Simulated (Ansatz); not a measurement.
We consider bcc Mo, described by PBEsol (plane waves, PAW; Ansatz, a quantum-chemistry and plane-wave program).

A relaxed, unreconstructed slab of the (211) face has 12 atoms, two equal faces of 11.997 Å² each and an energy of -58764.7748 eV. A bulk cell of 6 atoms with the same orientation and in-plane k mesh has -29384.8268 eV. Energies are extrapolated to zero smearing.

Numerical settings: plane-wave cutoff 500 eV, 12×20×1 k mesh (along the axes of the cell as run), Fermi–Dirac smearing 0.1 eV, scalar-relativistic PAW data made under PBE.

Worked out: γ = (E_slab − N E_bulk per atom)/2A = [-58764.7748 − 12 × (-29384.8268/6)]/(2 × 11.997) = 0.2033 eV/Å². With 16.022 J/m² per eV/Å² this is 3.26 J/m², or 2.44 eV per surface cell and face.
